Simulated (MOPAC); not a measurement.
A run for MOPAC: PM6 on C2H4 (SMILES C=C).

```
PM6 1SCF PRECISE CHARGE=0 THREADS=1
C2H4

H     -0.92396100 1     1.23195600 1     1.75000000 1
H      0.92396100 1     1.23195600 1     1.75000000 1
H      0.92396100 1    -1.23195600 1     1.75000000 1
H     -0.92396100 1    -1.23195600 1     1.75000000 1
C      0.00000000 1     0.66717600 1     1.75000000 1
C     -0.00000000 1    -0.66717600 1     1.75000000 1
```

Program output:

```
*******************************************************************************
 **                                                                           **
 **                              MOPAC v23.2.5                                **
 **                                                                           **
 *******************************************************************************
 ** MOPAC's Digital Object Identifier: https://doi.org/10.5281/zenodo.6511958 **
 **                                                                           **
 ** Please cite the open-source release paper for use of this MOPAC version:  **
 ** J. E. Moussa and J. J. P. Stewart (2026)                                  **
 ** MOPAC: An open-source semiempirical molecular orbital program             **
 ** J. Open Source Softw., 11(119), 8025, https://doi.org/10.21105/joss.08025 **
 *******************************************************************************

                              PM6 CALCULATION RESULTS

 *******************************************************************************
 *  PM6        - The PM6 Hamiltonian to be used
 *
 *
 *
 *                 CHARGE ON SYSTEM = 0
 *
 *
 *
 *  PRECISE    - TIGHTER CRITERIA TO BE USED
 *  1SCF       - DO 1 SCF AND THEN STOP
 *  THREADS=1  - MULTI-THREADING NOT USED
 *  T=         - A TIME OF 172800.0 SECONDS REQUESTED
 *  DUMP=N     - RESTART FILE WRITTEN EVERY 7200.0 SECONDS REQUESTED
 *******************************************************************************
PM6 1SCF PRECISE CHARGE=0 THREADS=1
 C2H4

   ATOM   CHEMICAL          X               Y               Z
  NUMBER   SYMBOL      (ANGSTROMS)     (ANGSTROMS)     (ANGSTROMS)

     1       H         -0.92396100  *   1.23195600  *   1.75000000  *
     2       H          0.92396100  *   1.23195600  *   1.75000000  *
     3       H          0.92396100  *  -1.23195600  *   1.75000000  *
     4       H         -0.92396100  *  -1.23195600  *   1.75000000  *
     5       C          0.00000000  *   0.66717600  *   1.75000000  *
     6       C         -0.00000000  *  -0.66717600  *   1.75000000  *



          CARTESIAN COORDINATES

    NO.       ATOM           X           Y           Z

     1         H         -0.9240      1.2320      1.7500
     2         H          0.9240      1.2320      1.7500
     3         H          0.9240     -1.2320      1.7500
     4         H         -0.9240     -1.2320      1.7500
     5         C          0.0000      0.6672      1.7500
     6         C         -0.0000     -0.6672      1.7500

 General Reference for PM6:
 "Optimization of Parameters for Semiempirical Methods V: Modification of NDDO Approximations
 and Application to 70 Elements", J. J. P. Stewart, J. Mol. Mod., 13, 1173-1213 (2007)
 URL: https://link.springer.com/article/10.1007/s00894-007-0233-4

           Empirical Formula: C2 H4  =     6 atoms



      MOLECULAR POINT GROUP   :   D2h


      RHF CALCULATION, NO. OF DOUBLY OCCUPIED LEVELS = 6


 -------------------------------------------------------------------------------
 PM6 1SCF PRECISE CHARGE=0 THREADS=1
 C2H4



     1SCF WAS SPECIFIED, SO BFGS WAS NOT USED
     SCF FIELD WAS ACHIEVED


                              PM6 CALCULATION
                                                       MOPAC v23.2.5 Linux




          FINAL HEAT OF FORMATION =         16.15029 KCAL/MOL =      67.57280 KJ/MOL


          COSMO AREA              =         71.33 SQUARE ANGSTROMS
          COSMO VOLUME            =         53.22 CUBIC ANGSTROMS

          IONIZATION POTENTIAL    =         10.634652 EV
          HOMO LUMO ENERGIES (EV) =        -10.635  1.126
          NO. OF FILLED LEVELS    =          6
          MOLECULAR WEIGHT        =         28.0536         POINT GROUP:  D2h

          MOLECULAR DIMENSIONS (Angstroms)

            Atom       Atom       Distance
            H     3    H     1     3.07988
            H     4    H     2     2.95668
            H     1    H     2     0.00000


          SCF CALCULATIONS        =          1





   ATOM   CHEMICAL          X               Y               Z
  NUMBER   SYMBOL      (ANGSTROMS)     (ANGSTROMS)     (ANGSTROMS)

     1       H         -0.92396100  *   1.23195600  *   1.75000000  *
     2       H          0.92396100  *   1.23195600  *   1.75000000  *
     3       H          0.92396100  *  -1.23195600  *   1.75000000  *
     4       H         -0.92396100  *  -1.23195600  *   1.75000000  *
     5       C          0.00000000  *   0.66717600  *   1.75000000  *
     6       C         -0.00000000  *  -0.66717600  *   1.75000000  *

                             CARTESIAN COORDINATES

   1    H       -0.923961000     1.231956000     1.750000000
   2    H        0.923961000     1.231956000     1.750000000
   3    H        0.923961000    -1.231956000     1.750000000
   4    H       -0.923961000    -1.231956000     1.750000000
   5    C        0.000000000     0.667176000     1.750000000
   6    C       -0.000000000    -0.667176000     1.750000000


           Empirical Formula: C2 H4  =     6 atoms



      MOLECULAR POINT GROUP   :   D2h


                  EIGENVALUES
 -26.85299 -20.40121 -16.19079 -14.23996 -12.17793 -10.63465   1.12551   5.55418
   5.62654   6.30951   6.40942   6.53970


              NET ATOMIC CHARGES AND DIPOLE CONTRIBUTIONS

  ATOM NO.   TYPE          CHARGE      No. of ELECS.   s-Pop       p-Pop
    1          H           0.144519        0.8555     0.85548
    2          H           0.144519        0.8555     0.85548
    3          H           0.144519        0.8555     0.85548
    4          H           0.144519        0.8555     0.85548
    5          C          -0.289038        4.2890     1.12141     3.16763
    6          C          -0.289038        4.2890     1.12141     3.16763
 DIPOLE           X         Y         Z       TOTAL
 POINT-CHG.     0.000    -0.000     0.000     0.000
 HYBRID         0.000     0.000    -0.000     0.000
 SUM            0.000    -0.000     0.000     0.000


          ATOMIC ORBITAL ELECTRON POPULATIONS

     Atom    s        px        py        pz
    1  H   0.85548
    2  H   0.85548
    3  H   0.85548
    4  H   0.85548
    5  C   1.12141   1.13080   1.03684   1.00000
    6  C   1.12141   1.13080   1.03684   1.00000

 **********************
 *                    *
 * JOB ENDED NORMALLY *
 *                    *
 **********************




 == MOPAC DONE ==
```

The run finished.

Cost: around 0.020 core-seconds (rough).
